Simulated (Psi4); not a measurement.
# UMP2/def2-TZVP run of N2H3 (hydrazinyl radical)

What is the energy change on altering one bond length of N2H3 (hydrazinyl radical) at UMP2/def2-TZVP? 

Program for the calculation: Psi4 1.11.

## 1. The structure to begin with

N2H3 has 5 atoms, charge 0, and is taken as a doublet. As SMILES, `[NH]N`. Geometry: relaxed at PBE0-D4/def2-TZVP. This is one conformer, not always the lowest.

Bond lengths: N1–N2 1.338 Å, N1–H3 1.021 Å, N2–H4 1.008 Å, N2–H5 1.012 Å. Angles: N1–N2–H4 113.9°, N1–N2–H5 120.9°, N2–N1–H3 106.1°, H4–N2–H5 114.6°.

## 2. A single-point energy at UMP2/def2-TZVP

h3n2.xyz reads:

```xyz
5
H3N2
N     -0.187600    -0.818050     0.454040
N     -0.128660     0.235610    -0.368450
H      0.759840    -0.951450     0.811270
H     -1.030950     0.592300    -0.640030
H      0.587360     0.941580    -0.256830
```

run.py reads:

```python
import numpy as np
from ase.calculators.psi4 import Psi4
from ase.io import read

a = read('h3n2.xyz')
calc = Psi4(atoms=a, method='mp2', basis='def2-TZVP', memory='2200MB', num_threads=1, charge=0, multiplicity=2, label='calc', reference='uhf')
calc.psi4.set_options({'puream': True, 'e_convergence': 1e-09, 'd_convergence': 1e-08, 'scf_type': 'pk', 'num_frozen_docc': 2, 'mp2_type': 'conv', 'maxiter': 100})
a.calc = calc

print(f'energy: {a.get_potential_energy():.6f} eV')
```

The run is started by

```
$ python run.py
```

calc.dat:

```text
[...]
  Running in c1 symmetry.
[...]
  Nuclear repulsion =   36.727994683701468
[...]
  Multiplicity = 2
[...]
  Nalpha       = 9
  Nbeta        = 8
[...]
    Number of basis functions: 80
[...]
   @UHF iter   1:  -110.54344155352140   -5.95640e-01   4.49820e-03 ADIIS/DIIS
[...]
   @UHF iter  17:  -110.62372762984604   -5.49960e-12   7.13584e-09 DIIS
[...]
   @S^2 Observed:                7.656861237E-01
[...]
    Orbital Energies [Eh]
    ---------------------
    Alpha Occupied:
       1A    -15.595539     2A    -15.587065     3A     -1.311600
       4A     -1.006108     5A     -0.733457     6A     -0.644209
       7A     -0.597803     8A     -0.472898     9A     -0.357364
    Alpha Virtual:
      10A      0.128525    11A      0.164752    12A      0.202674
      13A      0.389420    14A      0.437752    15A      0.469543
      16A      0.520321    17A      0.522291    18A      0.544279
      19A      0.569796    20A      0.602097    21A      0.644317
      22A      0.685806    23A      0.702883    24A      0.775967
      25A      1.061517    26A      1.170772    27A      1.237716
[...]
  @UHF Final Energy:  -110.62372762984604
   => Energetics <=
    Nuclear Repulsion Energy =             36.7279946837014677
    One-Electron Energy =                -222.8236849574646499
    Two-Electron Energy =                  75.4719626439171378
    Total Energy =                       -110.6237276298460444
  UHF NO Occupations:
  HONO-2 :    7  A 1.9973248
  HONO-1 :    8  A 1.9959109
[...]
 Multipole Moments:
 ------------------------------------------------------------------------------------
     Multipole            Electronic (a.u.)      Nuclear  (a.u.)        Total (a.u.)
 ------------------------------------------------------------------------------------
 L = 1.  Multiply by 2.5417464519 to convert [e a0] to [Debye]
 Dipole X            :         -0.1854081            0.6691287            0.4837206
 Dipole Y            :         -0.4012395            1.2323074            0.8310680
 Dipole Z            :          0.1479044           -0.1810898           -0.0331854
 Magnitude           :                                                    0.9621647
[...]
	SCS-MP2 Total Energy (a.u.)        :  -111.00909313153151
	SOS-MP2 Total Energy (a.u.)        :  -110.97745173770623
	SCSN-MP2 Total Energy (a.u.)       :  -110.79079418924354
[...]
	SOS-PI-MP2 Total Energy (a.u.)     :  -111.03640575568292
[...]
	MP2 Total Energy (a.u.)            :  -111.01342190120538
[...]
```

Standard output:

```text
energy: -3020.829077 eV
```

It took 8.4 s on 1 thread of Intel Xeon at 2.50GHz (Skylake/Cascade Lake), shared host; peak memory 0.37 GiB.

## 3. The distorted shape at the same level

calc.dat reads:

```
memory 2200 mb

molecule molecule1 {
  0 2
  N
  N 1 1.7394
  H 1 1.021299 2 106.08222
  H 2 1.007527 1 113.89411 3 -167.93368
  H 2 1.0117 4 114.61469 1 -145.08414
  symmetry c1
  no_reorient
  no_com
}

set basis def2-TZVP
set reference uhf
set puream true
set e_convergence 1e-09
set d_convergence 1e-08
set scf_type pk
set num_frozen_docc 2
set mp2_type conv
set maxiter 100

e_tot, wfn = energy("mp2", return_wfn=True)
print_variables()
```

The run is started by

```
$ psi4 -i calc.dat -o calc.out -n 1
```

calc.out:

```text
[...]
  Running in c1 symmetry.
[...]
  Nuclear repulsion =   31.325002263359291
[...]
  Multiplicity = 2
[...]
  Nalpha       = 9
  Nbeta        = 8
[...]
    Number of basis functions: 80
[...]
   @UHF iter   1:  -110.47647042393760   -1.15769e+00   3.82226e-03 ADIIS/DIIS
[...]
   @UHF iter  25:  -110.55653007364225   -3.72324e-12   6.13048e-09 DIIS
[...]
   @S^2 Observed:                9.193372886E-01
[...]
    Orbital Energies [Eh]
    ---------------------
    Alpha Occupied:
       1A    -15.647744     2A    -15.574557     3A     -1.188290
       4A     -1.048106     5A     -0.667360     6A     -0.590533
       7A     -0.556474     8A     -0.503148     9A     -0.391198
    Alpha Virtual:
      10A      0.123784    11A      0.138910    12A      0.205559
      13A      0.240529    14A      0.465578    15A      0.471736
      16A      0.477036    17A      0.505435    18A      0.532128
      19A      0.550895    20A      0.601241    21A      0.646326
      22A      0.673110    23A      0.705142    24A      0.725027
      25A      1.079022    26A      1.093205    27A      1.184203
[...]
  @UHF Final Energy:  -110.55653007364225
   => Energetics <=
    Nuclear Repulsion Energy =             31.3250022633592913
    One-Electron Energy =                -212.1726716498037035
    Two-Electron Energy =                  70.2911393128021587
    Total Energy =                       -110.5565300736422500
  UHF NO Occupations:
  HONO-2 :    7  A 1.9968789
  HONO-1 :    8  A 1.9174660
[...]
 Multipole Moments:
 ------------------------------------------------------------------------------------
     Multipole            Electronic (a.u.)      Nuclear  (a.u.)        Total (a.u.)
 ------------------------------------------------------------------------------------
 L = 1.  Multiply by 2.5417464519 to convert [e a0] to [Debye]
 Dipole X            :         -0.0782586            0.4764616            0.3982030
 Dipole Y            :         -0.1760938            0.7329533            0.5568596
 Dipole Z            :         -0.9684845            1.2811157            0.3126312
 Magnitude           :                                                    0.7525932
[...]
	SCS-MP2 Total Energy (a.u.)        :  -110.93244421276898
	SOS-MP2 Total Energy (a.u.)        :  -110.90243150327879
	SCSN-MP2 Total Energy (a.u.)       :  -110.71499717975041
[...]
	SOS-PI-MP2 Total Energy (a.u.)     :  -110.96008174155155
[...]
	MP2 Total Energy (a.u.)            :  -110.93481939347659
[...]
```

Wall time 7.5 s (1 thread of Intel Xeon at 2.50GHz (Skylake/Cascade Lake), shared host); peak memory 0.36 GiB.

## 4. Outcome

Level: UMP2/def2-TZVP, 2 core orbitals frozen.

| quantity | value |
| --- | --- |
| first shape: total energy | -111.01342 Eh |
| first shape: HOMO energy (Hartree–Fock orbitals) (highest over α and β) | -9.72 eV |
| first shape: LUMO energy (Hartree–Fock orbitals) (lowest over α and β) | 3.50 eV |
| first shape: correlation energy (2 core orbitals frozen) | -389.7 mEh |
| first shape: ⟨S²⟩ of the reference determinant | 0.766 |
| distorted shape: total energy | -110.93482 Eh |
| distorted shape: HOMO energy (Hartree–Fock orbitals) (highest over α and β) | -10.65 eV |
| distorted shape: LUMO energy (Hartree–Fock orbitals) (lowest over α and β) | 3.37 eV |
| distorted shape: correlation energy (2 core orbitals frozen) | -378.3 mEh |
| distorted shape: ⟨S²⟩ of the reference determinant | 0.919 |
| energy change with the N1–N2 bond stretched from 1.338 to 1.739 Å | 2.139 eV |

In words: With the N1–N2 bond stretched from 1.338 to 1.739 Å the energy rises by 2.14 eV (49 kcal/mol). The first shape isn't relaxed at this level, so the change isn't measured from a minimum. ⟨S²⟩ (distorted shape) is 0.92 where a pure doublet has 0.75: the reference is spin-contaminated.
